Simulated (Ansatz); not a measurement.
Energy needed to pull apart C₃HCl (SMILES ClC1=C=C1), closed shell, into free ground-state atoms, from the structure below (displaced at random from a GFN2-xTB minimum); no zero-point or spin–orbit terms; open-shell atoms are treated unrestricted, in their ground-state multiplicity.

Cl1  (-2.089, 0.007, -0.137)
C2  (-0.407, 0.189, -0.204)
C3  (0.691, 0.997, -0.390)
C4  (0.631, -0.261, 0.080)
H5  (1.250, -1.173, 0.425)
(Å)

Computed with Ansatz 0.2.0 (basis: def2-TZVPP); correlated methods freeze the cores. B3LYP uses VWN-RPA correlation.

```csv
method,atomization energy (kcal/mol)
PBE-D4,497.2
r2SCAN-D4,?
PBE0-D4,?
B3LYP-D4,467.7
wB97X-V,470.8
wB97M-V,474.0
HF,314.6
MP2,469.4
CCSD,434.5
CCSD(T),446.8
```

Task: What does r2SCAN-D4 give? (Judge from chemistry; the value comes from the calculation.)

Result: By the calculation: 474.1 kcal/mol, which is about 27.3 kcal/mol more than CCSD(T)/def2-TZVPP.

Task: What does PBE0-D4 give? (An estimate is asked for; the value comes from the calculation.)

Result: By the calculation: 482.3 kcal/mol, which is about 35.5 kcal/mol more than CCSD(T)/def2-TZVPP.

In triple zeta the MP2 and coupled-cluster atomization energies are still short of their basis limit by a few kcal/mol a bond, whereas those of the functionals are nearly converged, so these differences are not deviations from converged CCSD(T).

No T1 diagnostic of these runs exceeds 0.012.

For scale, one of the runs: CCSD(T)/def2-TZVPP forces, 149 basis functions (an equivalent command: `ansatz run in.yaml --threads 4`). Time: 38 s of wall clock on 4 CPU threads; the host was shared. Peak host memory: 1.7 GiB.
